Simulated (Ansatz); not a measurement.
A made-up structure of C₂H₄B, doublet:

```tsv
atom	x (Å)	y (Å)	z (Å)
B1	1.3081	-0.0629	-0.0747
C2	-0.0255	-0.7850	-0.0255
C3	0.0527	0.7837	0.0239
H4	0.0756	1.8218	0.2371
H5	-0.3474	-1.2882	0.8818
H6	-0.2201	1.2583	0.9621
H7	-0.3205	1.3203	-0.8437
```

It is relaxed with PBE-D4/def2-SVP and then PBE0-D4/def2-TZVP (Ansatz 0.2.0). Atoms count as bonded within 1.22 times the sum of their covalent radii (H–H: 0.88 Å). The end point is not checked to be a true minimum.

(1) Does its bonding change? (Judge from chemistry; the calculation decides.)

Results:

(1) The calculation gives: Yes. Formed: none; broken: B1–C3.

Where it ends: The first stage lowers the energy by 4.34 eV in 18 steps. It ends as C₂H₄B ([B][CH][CH3]):
```xyz
7
angstrom
B 1.7073 -0.7633 0.1184
C 0.3989 -0.3187 0.2175
C -0.2012 1.0515 0.1248
H 0.5561 1.8152 -0.0538
H -0.2839 -1.1557 0.3965
H -0.7261 1.3126 1.0484
H -0.9283 1.1064 -0.6907
```

Labels in which every atom is bracketed show which atoms are joined, not bond orders.

For scale, one of the runs: PBE0-D4/def2-TZVP relaxation, 117 basis functions, launched by `ansatz run in.yaml --threads 2 --pin off --events-out ev --progress --plain --max-ram 4352MiB`. The run took about 16 s on 2 CPU threads of an Arm Neoverse V2 (shared host).
